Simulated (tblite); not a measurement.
C₃H₆P₂.
SMILES: `C(#P)P(C)C`

Computed with GFN2-xTB (tblite): harmonic, unscaled wavenumbers at the GFN2-xTB geometry, gas phase. This tight-binding method is rough: wavenumbers can miss measured ones by several per cent, in bad cases by 10 to 20.

Harmonic wavenumbers (cm⁻¹): 93.2, 114.5, 158.7, 184.5, 257.5, 323.2, 342.4, 558.8, 691.4, 729.0, 820.2, 857.0, 893.4, 932.8, 1315.5, 1315.5, 1437.6, 1447.1, 1449.3, 1457.8, 1579.1, 2989.9, 2993.9, 3002.4, 3006.5, 3017.8, 3019.6.

A = 5768, B = 1724, C = 1497 MHz; mass 103.994 u (most abundant isotopes); point group Cs, symmetry number 1.

Question: Zero-point energy?

Answer: ½Σν̃ = 17494 cm⁻¹ = 209.28 kJ/mol.

Question: What is S at 298.15 K and 1 bar for an ideal gas of classical rigid rotors and harmonic oscillators?

Answer: Translation 166.78, rotation 114.94, vibration 73.90: S = 355.6 J/(mol K).

Question: And Cp and H(298.15 K) − H(0)?

Answer: Cp = 109.41 J/(mol K), of which vibrations give 76.15 (their classical limit is 27 R = 224.5); H(298.15 K) − H(0) = 21.98 kJ/mol without the zero-point energy, 12.07 from vibrations.

Question: What must be added to the electronic energy to get the Gibbs energy at 298.15 K and 1 bar?

Answer: ZPE + [H(298.15 K) − H(0)] − T·S = 209.28 + 21.98 − 106.03 = 125.23 kJ/mol.

Question: How do the functions run with temperature in this model?

Answer: 
```
T (K)  S (J/(mol K))  Cp (J/(mol K))  H − H(0) (kJ/mol)  G − H(0) (kJ/mol)  ln q(vib)
  100          264.1            63.8               4.58             -21.83       0.74
  200          316.3            88.5              12.26             -51.01       2.39
  300          356.3           109.8              22.19             -84.70       4.05
  500          421.2           145.5              47.90            -162.69       7.18
  800          498.0           181.1              97.33            -301.05      11.43
 1000          540.2           197.3             135.25            -404.97      13.98
```

q(vib) and H(0) count from the zero-point level.

Question: Blend soft modes into free rotors: weight 1/[1 + (100 cm⁻¹/ν̃)⁴] for the oscillator and the rest for a rotor with moment μB/(μ + B), μ = h/(8π²ν), B = 10⁻⁴⁴ kg m². What vibrational entropy results?

Answer: 71.53 J/(mol K) in place of 73.90, which changes −T·S at 298.15 K by +0.71 kJ/mol.

Hindered rotation and anharmonicity are outside this model.
